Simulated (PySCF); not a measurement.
**Dipole moment and polarisability of `C=CCC=C=S`**

C5H6S.
Geometry (GFN2-xTB, Å), atoms numbered from 1 in this order:
```xyz
12
C5H6S angstrom
C     -2.0903   -0.5354    0.2230
C     -1.0327    0.1807   -0.1086
C      0.3302   -0.3934   -0.3513
C      1.2862    0.0945    0.7159
C      2.2301    0.9545    0.4966
S      3.3687    1.9730    0.1809
H     -2.0394   -1.6074    0.3259
H     -3.0534   -0.0860    0.3952
H     -1.1001    1.2564   -0.2029
H      0.2910   -1.4843   -0.3218
H      0.6959   -0.0762   -1.3298
H      1.1150   -0.2772    1.7156
```

Level: PBE0/def2-SVPD (PySCF), static field, nuclei fixed, core orbitals frozen in the response. The polarisability tensor in these axes (au):

```
x   120.30  35.26  -5.62
y    35.26  83.93  -4.02
z    -5.62  -4.02  59.10
```

Diagonalise the tensor; give its mean and Δα, where Δα² is half the sum of the squared differences of the eigenvalues.

Principal values 58.46, 62.50 and 142.36 au; mean 87.77 au = 13.01 Å³ = 14.47 × 10⁻⁴⁰ C²·m²/J; Δα = 81.95 au (93 % of the mean).

What is the dipole moment, and where does it point?

(-1.20, -0.97, 0.07) D, 1.54 D in size, pointing from the negative to the positive side. Measured along this direction, the outermost atoms are S6 at the negative end and H7 at the positive end.

Traceless (Buckingham) quadrupole moment about the centre of nuclear charge: eigenvalues?

-2.16, -0.70, 2.86 D·Å. The values depend on the origin, since the dipole doesn't vanish. The electronic extent ⟨r²⟩ about the same centre is 1116 bohr², a root-mean-square distance of 2.45 Å for the 52 electrons.

Rayleigh depolarisation ratio (linearly polarised light, static tensor)?

ρ = 3Δα²/(45ᾱ² + 4Δα²) = 20146.8/(346687 + 26862.4) = 0.0539.

Find the Langevin capture rate constant for NH4+ (18.034 u) meeting this molecule (98.019 u), k = 2.342 × 10⁻⁹ cm³/s × √(α in Å³ / reduced mass in u).

The reduced mass is 15.23 u, so k = 2.16 × 10⁻⁹ cm³/s. The formula leaves out the permanent dipole, which adds to the capture rate.

One conformer (not necessarily the lowest) at the GFN2-xTB geometry, without solvent, vibrations or thermal averaging.
